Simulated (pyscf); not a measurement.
Optimised with ωB97X-D3(BJ)/def2-SVP in PySCF. Correlated levels are frozen-core, on RHF or UHF. ΔMP2 is the change of the MP2 total energy from the triple- to the quadruple-zeta basis.

**Question.** Estimate the classical barrier height and the reaction energy of `[CH3][CH3]` + `[Cl]` [doublet] -> `[CH3][CH2][Cl]` + `[H]` [doublet] at CCSD(T)/def2-TZVPP + ΔMP2(QZVPP). The step runs on the doublet surface, breaks C–H and forms C–Cl; take the separated reactants as zero.

**Answer.** ΔE‡ = 1.86 eV, ΔE = +0.93 eV. Zero-point energy shifts the barrier by -0.17 eV. It is a substitution at C, with an imaginary mode of 1430i cm⁻¹. The same reactants have a lower exit, to •H₂C–CH₃ + HCl (highest point, the separated products, at +0.10 eV at ωB97M-D3(BJ), against +1.83 eV here). This is the saddle that the search found; another between the same sides may lie lower. The angle at the attacked C is 162°. The CCSD(T) − MP2 part came from Ansatz, without density fitting, on the same reference. Left out: the spin-orbit lowering of Cl.
